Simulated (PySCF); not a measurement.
Potential energy of LiO along the bond

Set-up: PySCF, no relativity, basis sets Li aug-pcseg-1, O aug-pcseg-1. Energies in eV from Li + O in their ground configurations at the same level. State: ²Π (doublet), unpaired electrons π ↑.

All columns are PBE0. A positive dipole means Li(−)O(+).

| R (Å) | E (eV) | μ (D) | Mulliken charge on Li (basis-dependent) | HOMO (eV) | LUMO (eV) | Mayer bond order | ⟨S²⟩ |
| --- | --- | --- | --- | --- | --- | --- | --- |
| 1.476 | -3.055 | -5.74 | 0.63 | -6.38 | -2.19 | 0.70 | 0.75 |
| 1.544 | -3.314 | -6.00 | 0.66 | -6.20 | -2.02 | 0.64 | 0.75 |
| 1.613 | -3.458 | -6.25 | 0.69 | -6.03 | -1.87 | 0.59 | 0.75 |
| 1.665 | -3.510 | -6.44 | 0.72 | -5.92 | -1.76 | 0.55 | 0.75 |
| 1.716 | -3.525 | -6.63 | 0.73 | -5.81 | -1.66 | 0.52 | 0.75 |
| 1.768 | -3.510 | -6.82 | 0.75 | -5.70 | -1.56 | 0.49 | 0.75 |
| 1.836 | -3.454 | -7.07 | 0.77 | -5.57 | -1.44 | 0.45 | 0.75 |
| 1.922 | -3.343 | -7.39 | 0.79 | -5.42 | -1.39 | 0.42 | 0.75 |
| 2.025 | -3.169 | -7.77 | 0.80 | -5.26 | -1.50 | 0.39 | 0.76 |
| 2.162 | -2.898 | -8.27 | 0.81 | -5.07 | -1.64 | 0.37 | 0.76 |

A fit through these points gives, at Re = 1.714 Å, μ = -6.62 D and dμ/dR = -3.69 D/Å; the reduced mass is 4.877 u.

Problem. How strong is the fundamental in the double-harmonic approximation, I = 42.26·(dμ/dR)²/μred km/mol?

Solution. I = 42.26·(-3.69)²/4.877 = 118 km/mol at PBE0.

The state was picked by a PBE0 search and need not be the measured ground state.
